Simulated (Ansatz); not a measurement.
Two shapes of singlet C6H6.

Shape 1:

```xyz
12

C     1.3566    0.0132   -0.0293
C     0.7336    1.2373   -0.0184
C    -0.7330    1.1837   -0.0253
C    -1.3997   -0.0477   -0.0141
C    -0.7171   -1.2376   -0.0352
C     0.7418   -1.1853   -0.0042
H     2.4791    0.0123   -0.0476
H     1.2939    2.1553    0.0015
H    -1.2833    2.1480    0.0302
H    -2.4381   -0.0013    0.0031
H    -1.2206   -2.1799    0.0363
H     1.2124   -2.1906    0.0144
```

Shape 2:

```xyz
12

C     1.2833    0.0000    0.0000
C     0.6417    1.1114    0.0000
C    -0.6417    1.1114    0.0000
C    -1.2833    0.0000    0.0000
C    -0.6417   -1.1114    0.0000
C     0.6417   -1.1114    0.0000
H     2.2889    0.0000    0.0000
H     1.1444    1.9823    0.0000
H    -1.1444    1.9823    0.0000
H    -2.2889    0.0000    0.0000
H    -1.1444   -1.9823    0.0000
H     1.1444   -1.9823    0.0000
```

Basis set: 6-31G* (spherical functions). Left uncorrelated: 6 orbitals. Charge 0, multiplicity 1.

Computed with Ansatz (development build ahead of 0.2.0); each method stands on the lowest determinant of its kind that the runs found.

(1) Which shape is lower in energy, and by how much in each method?

Results:

(1)

```tsv
method	E(2) − E(1) (eV)
RHF	2.275
RHF-MP2	2.894
```

Shape 1 is lower. Caution: no unrestricted run beside it, a lower state can exist.
